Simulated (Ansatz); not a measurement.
For GaS (P6₃/mmc, No. 194), PBEsol in Ansatz (PAW) gives:

- lattice constant a = 3.569 Å
- lattice parameter c = 16.015 Å
- cohesive energy = 3.88 eV/atom
- band gap = 1.73 eV

Task: What does HSE06 (PAW; Ansatz, a quantum-chemistry and plane-wave program) give for the same quantities?

Result: 
- lattice constant a: 3.599 Å (rises by 0.8 %)
- lattice parameter c: 17.318 Å (rises by 8.1 %)
- cohesive energy: 3.51 eV/atom (shrinks by 0.37 eV/atom)
- band gap: 2.91 eV (grows by 1.18 eV)

For comparison: band gap 2.5 eV (measured, temperature not stated, not corrected to a static lattice, compiled measured gap; kind and temperature not stated; as tabulated in Kothakonda et al. (2022), arXiv:2208.02841).

Changes are worked out from the printed values.

Unless a cell is named, each level is at its own relaxed cell (PBEsol 22.08, HSE06 24.28 Å³/atom).

Levels without +SOC have no spin–orbit coupling; where heavier elements are present it shifts gaps, mostly down, and can invert bands. Density-functional gaps are differences of (generalised) Kohn–Sham levels.

Caveats: the cell comes from a level without a dispersion term, which matters for the spacing of layers, chains or molecules (PBEsol, HSE06). Ansatz's density-functional and Hartree–Fock values are scalar-relativistic unless marked +SOC, with PAW data made under PBE.
